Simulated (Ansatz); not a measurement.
# SiF₂+ (doublet): from Hartree-Fock to the top rungs, def2-TZVPP

An exercise on one series of results from a longer session: the logs are not shown, and one member is left open.

Program: Ansatz 0.2.0, Gaussian basis. Level of theory: def2-TZVPP, core rule «outside noble gas», up to 7 orbitals frozen. These are calculated values, not measurements.

The runs, in order: UHF; ROHF; CCSD(T) on UHF.

2 further runs of the same task are left out: 2 set aside as unsound or not needed.

### The geometry

The geometry is a PBE0/def2-TZVP stationary point (not a proven minimum) of the parent state, kept for this charge and spin.

3 atoms, charge 1, spin multiplicity 2.

Atoms are counted from 1 here; the program's logs count them from 0.

Bond lengths: F1–Si2 1.598 Å, Si2–F3 1.598 Å. Angles: F1–Si2–F3 113.7°.

Geometry (Å):

```xyz
3
charge 1, multiplicity 2
F     0.0000   -0.3713    1.3375
Si    0.0000    0.5023    0.0000
F     0.0000   -0.3713   -1.3375
```

The first run:

in.yaml reads:

```yaml
crystal:
  periodic: [false, false, false]
  atoms:
    - {symbol: F, position_ang: [0.000000, -0.371280, 1.337507]}
    - {symbol: Si, position_ang: [0.000000, 0.502304, 0.000000]}
    - {symbol: F, position_ang: [0.000000, -0.371280, -1.337507]}
basis:
  gaussian: {orbitals: def2-TZVPP}
total_charge: 1
magnetization: {spin_polarized: true, initial_magnetization: 1}
hamiltonian: {xc: hf}
output: {orbitals: {seedname: orbitals}}
```

The run is started by

```console
ansatz run in.yaml --threads 1 --pin off --events-out ev --progress --plain --max-ram 4096MiB --backend cpu
```

Steps of the session up to this table: UHF; ROHF; CCSD(T) on UHF.

One of the session's tables, all rows but one given; the rest of the session is left out.

| method | from UCCSD(T) (meV) |
| --- | --- |
| ROHF | +16131.4 |
| UHF | +16089.2 |
| UMP2 | +513.1 |
| UCCSD | ? |
| UCCSD(T) | 0 |

**Question.** Estimate the row for UCCSD.

The run gave: from UCCSD(T) (meV): +517.5. In the column «from UCCSD(T) (meV)» it lies between UMP2 (+513.1) and UHF (+16089.2).
